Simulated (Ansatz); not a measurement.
The input, for Ansatz 0.2.0:

```yaml
crystal:
  periodic: [false, false, false]
  atoms:
    - {symbol: Al, position_ang: [0.000000, 0.000000, 0.044167]}
    - {symbol: Ga, position_ang: [0.000000, 0.000000, -2.626333]}
    - {symbol: H, position_ang: [0.000000, 0.000000, 2.582167]}
basis:
  gaussian: {orbitals: cc-pVDZ}
magnetization: {spin_polarized: false, initial_magnetization: 1}
correlation: {method: ccsd_t, electrons: valence}
accuracy: high
scf: {lower_state_search: full}
```

```sh
$ ansatz run in.yaml --threads 1 --pin off --events-out ev --progress --plain --max-ram 2393MiB
```

Log:

```
962 factors; integrals over basis functions are off by at most 4.4e-9 eV
mean field evaluation 1: about -58927.2868 eV, gradient 1.1e1 eV
mean field evaluation 2: about -58927.2934 eV, gradient 1.1e1 eV
mean field evaluation 4: about -58928.6189 eV, gradient 1.3e0 eV
mean field evaluation 8: about -58928.6452 eV, gradient 1.7e-1 eV
mean field evaluation 16: about -58928.6472 eV, gradient 1.1e-8 eV
mean field evaluation 32: about -58928.6472 eV, gradient 2.5e-8 eV
mean field evaluation 64: about -58927.2895 eV, gradient 8.0e-6 eV
mean field evaluation 96: about -58927.4875 eV, gradient 9.6e-1 eV
mean field evaluation 128: about -58927.5302 eV, gradient 9.9e-1 eV
mean field evaluation 160: about -58927.4033 eV, gradient 9.4e-1 eV
...
cycle  10  -4.27387376 eV  change    3.3e-9 eV  update   5.2e-8
cycle  11  -4.27387373 eV  change    2.8e-8 eV  update   4.0e-8
cycle  12  -4.27387371 eV  change    2.1e-8 eV  update   1.2e-7
cycle  13  -4.27387375 eV  change   -4.2e-8 eV  update   5.9e-8
cycle  14  -4.27387376 eV  change   -7.7e-9 eV  update   3.2e-8
cycle  15  -4.27387378 eV  change   -2.1e-8 eV  update   1.9e-8
cycle  16  -4.27387380 eV  change   -1.4e-8 eV  update   9.7e-9
cycle  17  -4.27387380 eV  change   -1.9e-9 eV  update   3.6e-9
cycle  18  -4.27387380 eV  change    1.0e-9 eV  update   1.6e-9
cycle  19  -4.27387380 eV  change    1.3e-9 eV  update  7.4e-10
perturbative correction -0.23180482 eV, -0.0085186700 hartree
Total energy: -58933.15290831 eV, -2165.7534230545 hartree
```

Ran on 1 thread of Arm Neoverse V2, shared host: 25 s wall, 0.17 GiB peak host memory.
